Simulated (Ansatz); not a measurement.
Results of r²SCAN-D4 (Ansatz, a program for electronic structure, plane waves, PAW) for body-centred tetragonal In.

Run with plane-wave cutoff 560 eV, 24×24×24 k mesh, Fermi–Dirac smearing 0.05 eV, scalar-relativistic PAW data made under PBE.

Response to compression and expansion:

Shape and atoms are relaxed at each volume.

| V (Å³/atom) | P (GPa) | c (Å) | a (Å) |
|---|---|---|---|
| 24.831 | 2.02 | 4.879 | 3.190 |
| 25.348 | 0.95 | 4.923 | 3.209 |
| 25.865 | 0.00 | 4.957 | 3.230 |
| 26.383 | -0.84 | 4.992 | 3.251 |
| 26.900 | -1.58 | 5.032 | 3.270 |
